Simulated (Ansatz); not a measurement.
The input, for Ansatz 0.2.0:

```yaml
crystal:
  periodic: [false, false, false]
  atoms:
    - {symbol: Al, position_ang: [-0.092332, 0.056338, -0.130060]}
    - {symbol: H, position_ang: [0.416257, 0.057993, 1.988480]}
    - {symbol: H, position_ang: [-0.349531, 0.047285, 1.959097]}
    - {symbol: H, position_ang: [0.700836, 1.439501, -0.186089]}
    - {symbol: H, position_ang: [1.704079, -3.052889, -0.279908]}
basis:
  gaussian: {orbitals: 6-31G}
magnetization: {spin_polarized: false, initial_magnetization: 1}
correlation: {method: fic_nevpt4_sd, electrons: outside_noble_gas, active_space: {window: {electrons: 5, orbitals: 8}}}
scf: {lower_state_search: light}
```

```sh
$ ansatz run in.yaml --threads 1 --pin off --events-out ev --progress --plain --max-ram 2393MiB
```

Problem. Roughly how long does this take on 1 thread of Arm Neoverse V2, shared host, and how much host memory?

Solution. 5.5 s wall and 0.26 GiB.

```
267 factors; integrals over basis functions are off by at most 1.1e-3 eV
mean field evaluation 1: about -6636.6642 eV, gradient 1.1e1 eV
mean field evaluation 2: about -6636.6637 eV, gradient 1.1e1 eV
mean field evaluation 4: about -6639.5072 eV, gradient 4.1e0 eV
mean field evaluation 8: about -6640.2486 eV, gradient 7.2e-1 eV
mean field evaluation 16: about -6632.6333 eV, gradient 4.6e0 eV
mean field -6640.25628784 eV, -244.0249176506 hartree, gradient 3.1e-6 eV, S^2 0.750000; 1 other end points of the search recorded, 0 dependent functions left out
reference -6640.25628784 eV, -244.0249176506 hartree; 9, 8 occupied and 12, 13 virtual orbitals, 267 factors
state -6641.58782833 eV, -244.0738508610 hartree
state -6641.58782833 eV, -244.0738508610 hartree; corrected -6642.17661650 eV, -244.0954884272 hartree
state -6641.41828509 eV, -244.0676202622 hartree
state -6641.41828509 eV, -244.0676202622 hartree; corrected -6642.18811749 eV, -244.0959110809 hartree
state -6641.41828509 eV, -244.0676202622 hartree; corrected -6642.18811749 eV, -244.0959110809 hartree
the orbitals are reached from a further start. From the first start the search ends at -6641.58781217 eV, -244.0738502672 hartree
WARN: the results are in doubt because another end's mean lies 0.170 eV lower, and its corrected mean 0.012 eV higher
Total energy: -6642.18811749 eV, -244.0959110809 hartree
In doubt: another end's mean lies 0.170 eV lower, and its corrected mean 0.012 eV higher
```
